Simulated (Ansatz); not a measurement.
# doublet C2H3F3S+ at 6 levels

We compute a comparison of 6 runs (UB3LYP/6-31G*, U-r2SCAN/cc-pVDZ, UB3LYP/cc-pVDZ, UPBE/cc-pVDZ, UPBE0/cc-pVDZ, UMP2/cc-pVDZ) of doublet C2H3F3S+. 

The calculation is run with Ansatz 0.2.0.

54 further runs of the same task are left out: 54 set aside as unsound or not needed. Runs told in other sessions of the task aren't counted.

### Step 1. The molecule

C2H3F3S+ has 9 atoms, charge +1, and is taken as a doublet. As SMILES of the parent species, `CSC(F)(F)F`. The shape is that of a PBE0-D4/def2-TZVP optimisation. That shape belongs to the parent species and isn't relaxed for this state.

Bond lengths: C1–S2 1.799 Å, S2–C3 1.797 Å, C3–F4 1.338 Å, C3–F5 1.331 Å, C3–F6 1.338 Å, C1–H7 1.090 Å, C1–H8 1.089 Å, C1–H9 1.089 Å. Some angles: C1–S2–C3 98.4°, S2–C3–F4 112.9°, S2–C3–F5 108.3°, S2–C3–F6 112.9°, F4–C3–F5 108.0°, F4–C3–F6 106.4°, F5–C3–F6 108.0°, S2–C1–H7 105.7°, S2–C1–H8 111.0°, S2–C1–H9 111.0°.

### Step 2. A single-point energy at UB3LYP/6-31G(d) (Cartesian functions) (run 1)

Contents of job.yaml:

```yaml
basis:
  gaussian:
    orbitals: "6-31G*"
crystal:
  periodic: [false, false, false]
  atoms:
    - {symbol: C, position_ang: [-0.264600, -1.100100, 0.810100]}
    - {symbol: S, position_ang: [1.180700, -0.334500, 0.060100]}
    - {symbol: C, position_ang: [0.352400, 1.022800, -0.776800]}
    - {symbol: F, position_ang: [-0.550100, 0.609400, -1.673600]}
    - {symbol: F, position_ang: [1.270600, 1.742000, -1.418200]}
    - {symbol: F, position_ang: [-0.296500, 1.835600, 0.064500]}
    - {symbol: H, position_ang: [0.112500, -1.958300, 1.366300]}
    - {symbol: H, position_ang: [-0.961900, -1.447400, 0.049200]}
    - {symbol: H, position_ang: [-0.754400, -0.415800, 1.501300]}
total_charge: 1
magnetization:
  spin_polarized: true
  initial_magnetization: 1
hamiltonian:
  xc: {name: B3LYP}
accuracy: high
output: {orbitals: {seedname: orbitals}}
```

The run is started by

```sh
$ ansatz run job.yaml --threads 1 --pin off --max-ram 2610MiB --events-out events.jsonl --progress --plain --runs-dir runs
```

Log:

```text
Warning: RAYON_NUM_THREADS=1 ignored (pool sized by the plan → 1); use --threads N
Functional definition: B3LYP
  name "B3LYP"
  parameter a0 = 0.2
  parameter ax = 0.72
  parameter ac = 0.81
  exchange = (1 - a0 - ax)*slater_x + ax*b88_x + a0*exact_x
  correlation = (1 - ac)*vwn_rpa_c + ac*lyp_c
2240 factors; integrals over basis functions are off by at most 3.5e-9 eV
mean field evaluation 1: about -21089.3186 eV, gradient 5.3e1 eV
mean field evaluation 2: about -21061.8074 eV, gradient 9.6e1 eV
mean field evaluation 4: about -21098.5089 eV, gradient 5.1e0 eV
mean field evaluation 8: about -21098.7545 eV, gradient 6.8e-1 eV
mean field evaluation 16: about -21098.7566 eV, gradient 1.7e-4 eV
mean field -21098.75657435 eV, -775.3650028567 hartree, gradient 9.8e-8 eV, S^2 0.753557; 0 other end points of the search recorded, 0 dependent functions left out
reference -21098.75660491 eV, -775.3650039796 hartree; 29, 28 occupied and 71, 72 virtual orbitals, 2240 factors
Total energy: -21098.75660491 eV, -775.3650039796 hartree
```

Run time: 21 s. Hardware: 1 thread of Arm Neoverse V2, shared host; peak memory 0.55 GiB.

### Step 3. The energy at U-r2SCAN/cc-pVDZ (run 2)

Contents of in.yaml:

```yaml
crystal:
  periodic: [false, false, false]
  atoms:
    - symbol: C
      position_ang: [-0.264600, -1.100100, 0.810100]
    - symbol: S
      position_ang: [1.180700, -0.334500, 0.060100]
    - symbol: C
      position_ang: [0.352400, 1.022800, -0.776800]
    - symbol: F
      position_ang: [-0.550100, 0.609400, -1.673600]
    - symbol: F
      position_ang: [1.270600, 1.742000, -1.418200]
    - symbol: F
      position_ang: [-0.296500, 1.835600, 0.064500]
    - symbol: H
      position_ang: [0.112500, -1.958300, 1.366300]
    - symbol: H
      position_ang: [-0.961900, -1.447400, 0.049200]
    - symbol: H
      position_ang: [-0.754400, -0.415800, 1.501300]
basis:
  gaussian: {orbitals: cc-pVDZ}
hamiltonian: {xc: {name: r2SCAN}}
total_charge: 1
magnetization: {spin_polarized: true, initial_magnetization: 1}
accuracy: high
output: {orbitals: {seedname: orbitals}}
```

The run is started by

```sh
$ ansatz run in.yaml --threads 1 --pin off --max-ram 2610MiB --events-out events.jsonl --progress --plain --runs-dir runs
```

Log:

```text
Warning: RAYON_NUM_THREADS=1 ignored (pool sized by the plan → 1); use --threads N
Functional definition: r2SCAN
  name "r2SCAN"
  parameter k0 = 0.174
  parameter k1 = 0.065
  parameter a1 = 4.9479
  exchange = r2scan_x(k0 = k0, k1 = k1, a1 = a1)
  correlation = r2scan_c
2389 factors; integrals over basis functions are off by at most 3.8e-9 eV
mean field evaluation 1: about -21083.6982 eV, gradient 5.4e1 eV
mean field evaluation 2: about -21046.5006 eV, gradient 1.1e2 eV
mean field evaluation 4: about -21094.2688 eV, gradient 6.2e0 eV
mean field evaluation 8: about -21094.4528 eV, gradient 3.3e-1 eV
mean field evaluation 16: about -21094.4533 eV, gradient 2.2e-4 eV
mean field -21094.45326462 eV, -775.2068591409 hartree, gradient 3.7e-8 eV, S^2 0.755407; 0 other end points of the search recorded, 0 dependent functions left out
reference -21094.45326577 eV, -775.2068591832 hartree; 29, 28 occupied and 74, 75 virtual orbitals, 2389 factors
Total energy: -21094.45326577 eV, -775.2068591832 hartree
```

It took 43 s on 1 thread of Arm Neoverse V2, shared host; peak memory 0.53 GiB.

Runs 3 to 4 aren't shown in full; the table further down has their settings and results.

### Step 4. A single-point energy at UPBE0/cc-pVDZ (run 5)

Contents of run.yaml:

```yaml
crystal:
  periodic: [false, false, false]
  atoms:
    - {symbol: C, position_ang: [-0.264600, -1.100100, 0.810100]}
    - {symbol: S, position_ang: [1.180700, -0.334500, 0.060100]}
    - {symbol: C, position_ang: [0.352400, 1.022800, -0.776800]}
    - {symbol: F, position_ang: [-0.550100, 0.609400, -1.673600]}
    - {symbol: F, position_ang: [1.270600, 1.742000, -1.418200]}
    - {symbol: F, position_ang: [-0.296500, 1.835600, 0.064500]}
    - {symbol: H, position_ang: [0.112500, -1.958300, 1.366300]}
    - {symbol: H, position_ang: [-0.961900, -1.447400, 0.049200]}
    - {symbol: H, position_ang: [-0.754400, -0.415800, 1.501300]}
basis:
  gaussian:
    orbitals: cc-pVDZ
total_charge: 1
magnetization:
  spin_polarized: true
  initial_magnetization: 1
hamiltonian:
  xc: pbe0
accuracy: high
output: {orbitals: {seedname: orbitals}}
```

The run is started by

```sh
$ ansatz run run.yaml --threads 1 --pin off --max-ram 2610MiB --events-out events.jsonl --progress --plain --runs-dir runs
```

Log:

```text
Warning: RAYON_NUM_THREADS=1 ignored (pool sized by the plan → 1); use --threads N
Functional definition: PBE0
  name "PBE0"
  parameter a = 0.25
  parameter kappa = 0.804
  parameter beta = 0.06672455060314922
  exchange = (1 - a)*pbe_x(kappa = kappa, mu = beta*pi^2/3) + a*exact_x
  correlation = pbe_c(beta = beta)
2389 factors; integrals over basis functions are off by at most 3.8e-9 eV
mean field evaluation 1: about -21076.6202 eV, gradient 5.0e1 eV
mean field evaluation 2: about -21053.0980 eV, gradient 8.8e1 eV
mean field evaluation 4: about -21085.2901 eV, gradient 4.9e0 eV
mean field evaluation 8: about -21085.7006 eV, gradient 9.2e-1 eV
mean field evaluation 16: about -21085.7044 eV, gradient 1.1e-3 eV
mean field -21085.70435552 eV, -774.8853426616 hartree, gradient 2.0e-8 eV, S^2 0.754467; 0 other end points of the search recorded, 0 dependent functions left out
reference -21085.70435734 eV, -774.8853427285 hartree; 29, 28 occupied and 74, 75 virtual orbitals, 2389 factors
Total energy: -21085.70435734 eV, -774.8853427285 hartree
```

Wall time 24 s (1 thread of Arm Neoverse V2, shared host); peak memory 0.58 GiB.

### Step 5. A single-point energy at UMP2/cc-pVDZ (run 6)

Edit run.yaml of step 4 so:

```diff
@@ -13,11 +13,6 @@
 basis:
-  gaussian:
-    orbitals: cc-pVDZ
+  gaussian: {orbitals: cc-pVDZ}
 total_charge: 1
-magnetization:
-  spin_polarized: true
-  initial_magnetization: 1
-hamiltonian:
-  xc: pbe0
+magnetization: {spin_polarized: true, initial_magnetization: 1}
 accuracy: high
-output: {orbitals: {seedname: orbitals}}
+correlation: {method: mp2, frozen_orbitals: {C: 1, F: 1, H: 0, S: 5}}
```

The run is started by

```sh
$ ansatz run run.yaml --threads 1 --pin off --max-ram 2610MiB --events-out events.jsonl --progress --plain --runs-dir runs
```

Log:

```text
Warning: RAYON_NUM_THREADS=1 ignored (pool sized by the plan → 1); use --threads N
Functional definition: HF
  name "HF"
  exchange = exact_x
  correlation = 0
2389 factors; integrals over basis functions are off by at most 3.8e-9 eV
mean field evaluation 1: about -21028.2549 eV, gradient 3.9e1 eV
mean field evaluation 2: about -21028.4555 eV, gradient 3.9e1 eV
mean field evaluation 4: about -21034.5065 eV, gradient 3.1e0 eV
mean field evaluation 8: about -21034.6545 eV, gradient 1.5e-1 eV
mean field evaluation 16: about -21034.6550 eV, gradient 6.0e-7 eV
mean field -21034.65499501 eV, -773.0093132655 hartree, gradient 3.1e-8 eV, S^2 0.763253; 0 other end points of the search recorded, 0 dependent functions left out
10 core orbitals not correlated: weight in the atoms' cores, before any rotation towards them, 1.000 or more for the frozen orbitals, at most 0.000 for the correlated occupied ones
reference -21034.65499501 eV, -773.0093132655 hartree; 19, 18 occupied and 74, 75 virtual orbitals, 2389 factors
second order -25.56874511 eV of doubles, -0.00000000 eV of singles
Total energy: -21060.22374013 eV, -773.9489473174 hartree
```

It took 9 s on 1 thread of Arm Neoverse V2, shared host; peak memory 0.45 GiB.

### Step 6. All runs side by side

```csv
run,level,Cartesian functions,frozen core orbitals,energy (Eh),HOMO energy (eV),LUMO energy (eV),⟨S²⟩,wall time
1,UB3LYP/6-31G* (Cartesian functions),yes,–,-775.365004,-15.91,-12.47,0.754,21 s
2,U-r2SCAN/cc-pVDZ,no,–,-775.206859,-15.17,-12.95,0.755,43 s
3,UB3LYP/cc-pVDZ,no,–,-775.404458,-15.94,-12.55,0.753,22 s
4,UPBE/cc-pVDZ,no,–,-774.850251,-14.55,-13.11,0.753,19 s
5,UPBE0/cc-pVDZ,no,–,-774.885343,-16.33,-12.23,0.754,24 s
6,UMP2/cc-pVDZ,no,10,-773.948947,–,–,0.763,9 s
```

### Step 7. What came out

```
                                           quantity          value
                                run 6: total energy  -773.94895 Eh
run 6: correlation energy (10 core orbitals frozen)     -939.6 mEh
           run 6: ⟨S²⟩ of the reference determinant          0.763
```

In words: Totals of different functionals can't be ranked against each other. All runs together took 2.3 min, the longest 43 s.
